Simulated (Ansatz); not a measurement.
System (SMILES): OO (H2O2).
Geometry (B3LYP-D3(BJ)/def2-TZVP, fixed):
```xyz
4

O      0.0155     0.7238    -0.0702
O     -0.0112    -0.7261    -0.0419
H      0.8057     0.8967     0.4614
H     -0.8394    -0.8786     0.4355
```
Charge 0, spin multiplicity 1.

Basis-set convergence of the dipole moment at MP2 with Ansatz (a first-principles code). Dipoles come from the density behind the forces; the sign is taken along the dipole that this method gives in the largest set. The reference of a correlated method is not its basis-set limit, which lies further on. Cartesian d functions, on some or all atoms, in 6-31G*, 6-31+G*; all else is spherical. Cores are frozen. No added dispersion term, no relativity. Reference: the value in aug-cc-pVQZ, 1.686 D, itself unsure by roughly 0.002 D (its distance from def2-QZVPPD). Deviations are taken from unrounded values.

| basis | functions | dipole moment (D) |
|---|---|---|
| 6-31G* | 34 | 1.928 |
| 6-31+G* | 42 | 1.965 |
| cc-pVDZ | 38 | 1.803 |
| aug-cc-pVDZ | 64 | 1.697 |
| def2-SVP | 38 | 1.868 |
| def2-SVPD | 62 | 1.724 |
| pcseg-1 | 38 | 1.891 |
| aug-pcseg-1 | 64 | 1.668 |
| 6-311G** | 48 | 1.862 |
| 6-311+G** | 56 | 1.875 |
| def2-TZVP | 74 | 1.837 |
| def2-TZVPD | 98 | 1.692 |
| cc-pVTZ | 88 | 1.739 |
| aug-cc-pVTZ | 138 | 1.683 |
| pcseg-2 | 88 | 1.775 |
| aug-pcseg-2 | 138 | 1.686 |
| def2-TZVPP | 90 | 1.753 |
| def2-TZVPPD | 114 | 1.679 |
| cc-pVQZ | 170 | 1.720 |
| aug-cc-pVQZ | 252 | 1.686 |
| def2-QZVPP | 174 | 1.726 |
| def2-QZVPPD | 198 | 1.684 |

What the diffuse functions change, pair by pair:
- 6-31G* to 6-31+G*: 8 more functions, deviation 0.242 to 0.279 D
- cc-pVDZ to aug-cc-pVDZ: 26 more functions, deviation 0.117 to 0.010 D
- def2-SVP to def2-SVPD: 24 more functions, deviation 0.182 to 0.038 D
- pcseg-1 to aug-pcseg-1: 26 more functions, deviation 0.205 to -0.019 D
- 6-311G** to 6-311+G**: 8 more functions, deviation 0.175 to 0.188 D
- def2-TZVP to def2-TZVPD: 24 more functions, deviation 0.151 to 0.006 D
- cc-pVTZ to aug-cc-pVTZ: 50 more functions, deviation 0.052 to -0.003 D
- pcseg-2 to aug-pcseg-2: 50 more functions, deviation 0.089 to 0.000 D
- def2-TZVPP to def2-TZVPPD: 24 more functions, deviation 0.066 to -0.007 D
- cc-pVQZ to aug-cc-pVQZ: 82 more functions, deviation 0.034 to 0.000 D
- def2-QZVPP to def2-QZVPPD: 24 more functions, deviation 0.039 to -0.002 D

Leaving out the reference's own pair, they bring the value nearer the reference by more than 0.002 D in 8 of 10 pairs.
